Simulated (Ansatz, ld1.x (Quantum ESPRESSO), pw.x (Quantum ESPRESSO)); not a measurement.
**C: does the PAW potential hold in the solid?**

carbon, PAW, made with ld1.x (Quantum ESPRESSO) 7.5 (LDA (PW92), scalar-relativistic). Core [He], reference 2s2 2p2. Waves: 2s (bound): rcut 1.00, rcutus 1.30 bohr; 2s channel at 0.55 Ry: rcut 1.00, rcutus 1.30 bohr; 2p (bound): rcut 1.85, rcutus 2.35 bohr; 2p channel at 0.4 Ry: rcut 1.85, rcutus 2.35 bohr. Local part: all-electron potential smoothed inside 2.00 bohr (lloc = -2). Core correction: none. Augmentation charge: BESSEL, radius 0.95 bohr.

Atomic tests: cutoffs needed: 10 Ry and 15 Ry (the cutoffs (Ry, on a coarse ladder) from which the occupation-weighted sum of valence levels, in a spherical-Bessel basis at the reference potential, stays within 10 and 1 mRy of its value at 400 Ry); ghost test: no extra level below or beside the all-electron valence levels (s, p, d, f tested) (spherical-Bessel basis up to 400 Ry, 20 bohr box); configuration tests: test run stopped at test 2 of 9 (negative rho).

Crystal test: bcc C in pw.x 7.5, no spin, 18³ k-points, Fermi–Dirac smearing 0.01 Ry, cutoffs 40/320 Ry. The reference is all-electron LAPW (Ansatz 0.2.0) with the same functional, mesh and smearing; V0 and B0 come from Birch–Murnaghan fits to the pressures at five volumes. Errors are pseudo minus all-electron; Δ is the rms difference of the E(V) curves that follow from these fits, minima aligned, over ±6 % about the mean V0. Mesh and smearing are coarse, so the numbers serve the comparison and aren't converged zero-temperature values; the lattice is a test structure that the element need not adopt.

All-electron: a0 = 2.329 Å (V0 = 6.32 Å³/atom), B0 = 221.9 GPa.

Question: How far does the potential miss the all-electron equation of state?

Answer: mean pressure error (GPa): +34.77. The pressure does not cross zero within the volumes sampled, so no fit is given. The largest radius (2.35 bohr) exceeds half the bond length (1.89 bohr), so the spheres overlap, which is one possible source of error among others. This is a poor potential for the solid. Atomic configuration tests: test run stopped at test 2 of 9 (negative rho).

```csv
V (Å³/atom),P all-electron (GPa),P pseudo (GPa)
5.884,18.18,60.86
6.039,10.98,49.16
6.194,4.60,38.86
6.349,-1.05,29.80
6.504,-6.05,21.82
```

Question: At the middle volume, how do free energy and pressure move when the wave cutoff is lowered (ecutrho held at 320 Ry)?

Answer:

| cutoff (Ry) | shift of F (meV/atom) | shift of P (GPa) |
| --- | --- | --- |
| 18 | +58.0 | -3.69 |
| 24 | +7.6 | -0.12 |
| 32 | +4.0 | -0.16 |

The run at the middle volume (195 k-points, 6 iterations) took about 2.2 s on one core of a shared host (Neoverse-V2, 96 threads, 742 GiB, load 74).
